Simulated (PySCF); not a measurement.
AlF2, doublet: data card

These are results of PySCF, UPBE, basis Al def2-TZVP, F def2-TZVP (no relativity, density fitting), not measurements.

The structure is a minimum.

```xyz
3
charge 0 multiplicity 2, angstrom
Al   -0.0567   -0.4793    0.0000
F     0.0402    0.3399    1.4483
F     0.0402    0.3399   -1.4483
```

| Quantity | Value |
| --- | --- |
| Point group | C2v |
| Bond lengths | Al–F 1.667 Å (×2) |
| Bond angles | F–Al–F 120.7° |
| Dipole moment | 1.71 D |
| Rotational constants | 1.57, 0.2115, 0.1864 cm⁻¹ |
| Atomisation energy without zero-point energy | 1141 kJ/mol |
| Enthalpy at 298.15 K above 0 K | 11.78 kJ/mol |
| Entropy at 298.15 K and 1 bar (electronic part: spin only) | 266.6 J/(mol K) |
| Highest occupied level (α) | -5.98 eV |
| Rotational symmetry number | 2 |
| Heat capacity Cp at 298.15 K | 46.6 J/(mol K) |
| Spin squared ⟨S²⟩ | 0.751 |
| Principal quadrupole moments (Buckingham, traceless) about the centre of mass | -7.05, 1.72, 5.33 D Å |
| Zero-point energy | 10.7 kJ/mol |
| Lowest empty level (β) | -4.29 eV |
| Principal polarisabilities | 27.8, 30.6, 34.4 bohr³ |

Harmonic modes (masses in u: Al 26.982, F 18.998):
| symmetry | ω (cm⁻¹) | IR (km/mol) | type |
| --- | --- | --- | --- |
| a1 | 213 | 29.8 | bend |
| a1 | 714 | 57.8 | stretch |
| b2 | 862 | 134 | stretch |

In C2v the vibrations span 2a1 + b2. Here b1 is antisymmetric to the molecular plane and b2 lies in it.

Charges (e):
```tsv
atom	Mulliken	Löwdin	polar tensor	spin (Mulliken)	Mayer order to Al1
Al1	0.57	0.04	1.01	0.93	–
F2,3	-0.29	-0.02	-0.51	0.04	1.16
```

Mulliken populations on Al1: s 5.11, p 6.84, d 0.39, f 0.09.

Only a few start shapes were tried, so a lower isomer may exist.

The final relaxation and frequency run took 29 s on 4 threads of a shared AMD EPYC 7R43 64-Core (Zen 3) host, with 99 basis functions and 10 gradients; the process peaked at 0.87 GiB. Launch command: `OMP_NUM_THREADS=4 python axn.py task.json out`.
